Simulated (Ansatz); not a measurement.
The cluster Mg3⁻, relaxed as a quartet with UKS r2SCAN/def2-TZVPD in Ansatz, starting from the r2SCAN/def2-TZVPD geometry of the charge -1 doublet. Force threshold 0.02 eV/Å.

The highest occupied level of the charge -1 quartet lies above zero (up to 0.61 eV). It is a level of α spin, whose loss leaves a triplet; that state wasn't run at this geometry and level. The electron is either unbound and held by the finite basis, or the level is raised by self-interaction error. At r2SCAN/def2-TZVPD a doublet of charge -1 lies 0.99 eV below the quartet, each at its own geometry. The structure comes from a short search, and lower isomers may exist.

Start:

Cartesian coordinates in Å:
```
Mg -0.638 0.891 -1.364
Mg -0.919 -1.319 0.690
Mg 1.557 0.428 0.674
```

Q: Estimate the energy that the relaxation releases and the steps that it takes.

A: 2.7 kcal/mol, in 6 steps; 47 s on 4 threads of Arm Neoverse V1 on a shared host. The force fell under the threshold at step 5, but the optimiser went on. No frequencies were taken in this run, so the end may be a saddle point.

Q: Does the start keep its bonding and symmetry?

A: Bonds lost: Mg1–Mg2 (atoms count from 1). Point group D3h at the start, C2v at the end, both within 0.05 Å.

Q: Predict the relaxed structure.

A: 
```xyz
3

Mg   -0.4536    1.2017   -1.5492
Mg   -0.8030   -1.5474    1.0053
Mg    1.2566    0.3457    0.5438
```
Bond lengths (bridged metal pairs left out): 2 × Mg–Mg 2.84 Å.
